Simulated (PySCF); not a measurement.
A made-up structure of CH$_{4}$Si$_{2}$, closed shell:

```xyz
7
angstrom
C 0.3432 0.5316 -1.1625
Si -0.8416 -0.4190 -0.3761
Si 0.3781 -0.0323 0.9653
H -2.0584 -1.1424 -0.4878
H 0.4952 0.8965 -2.1461
H 0.0443 0.9126 2.0668
H 1.2795 -1.0810 1.5181
```

It is relaxed with PBE-D4/def2-SVP and then PBE0-D4/def2-TZVP (PySCF 2.14 with density fitting (its default auxiliary sets; JK sets also for MP2 and CCSD(T))). Atoms count as bonded within 1.22 times the sum of their covalent radii (H–H: 0.88 Å). The end point is not checked to be a true minimum.

(1) Does its bonding change? (Judge from chemistry; the calculation decides.)

Results:

(1) By the calculation: No: no bond forms or breaks.

Where it ends: The first stage lowers the energy by 2.90 eV in 16 steps. It ends as CH₄Si₂ ([CH]1[SiH][SiH2]1):
```
7
angstrom
C 0.0694 0.2574 -0.8953
Si -1.1996 -0.6550 -0.2002
Si 0.5596 0.1022 0.8858
H -2.4638 -1.2709 -0.6890
H 0.4769 0.7162 -1.7859
H 0.5111 1.2715 1.8071
H 1.6970 -0.7638 1.3028
```

Labels in which every atom is bracketed show which atoms are joined, not bond orders.

For scale, one of the runs: PBE0-D4/def2-TZVP relaxation, 129 basis functions, launched by `OMP_NUM_THREADS=2 python run.py`. Hardware: 2 CPU threads of an Arm Neoverse V1, shared host. Wall time 92 s; peak host memory 1.3 GiB.
